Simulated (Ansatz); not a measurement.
Reaction (ligand exchange at a B–O bond): `OBO` + H–F → `OBF` + H₂O

Computed with Ansatz on PBE0-D4/def2-TZVP structures; ΔE is electronic, products minus reactants. CBS: def2 TZ/QZ extrapolation, frozen cores. Functionals use def2-TZVPP. B3LYP here is the variant with VWN-RPA as its local correlation; programs differ in this. One conformer a species, not always the lowest.

(1) Is it downhill or uphill in electronic energy at CCSD(T)/CBS, and by how much? (Estimate.)

(2) What do these levels give: PBE0-D4, ωB97X-V, B2PLYP, PBE, PBE0, B3LYP, MP2/def2-TZVPP, CCSD(T)/def2-TZVPP, HF/def2-QZVPP, SCS-MP2/def2-QZVPP, HF/CBS(def2), MP2/CBS(def2)? (Estimate.)

Largest T1 diagnostic among the species: 0.013.

Answers

(1) The calculation gave: Downhill: ΔE = -3.4 kcal/mol.

(2) The calculation gave: PBE0-D4 -3.2, ωB97X-V -3.9, B2PLYP -4.0, PBE -3.5, PBE0 -3.4, B3LYP -4.3, MP2/def2-TZVPP -3.1, CCSD(T)/def2-TZVPP -3.5, HF/def2-QZVPP -5.4, SCS-MP2/def2-QZVPP -3.6, HF/CBS(def2) -5.4, MP2/CBS(def2) -3.0 kcal/mol.

In def2-TZVPP, CCSD(T) changes the Hartree–Fock value by +1.8 kcal/mol (the triples alone add +0.2 kcal/mol) and MP2 by +2.2 kcal/mol.
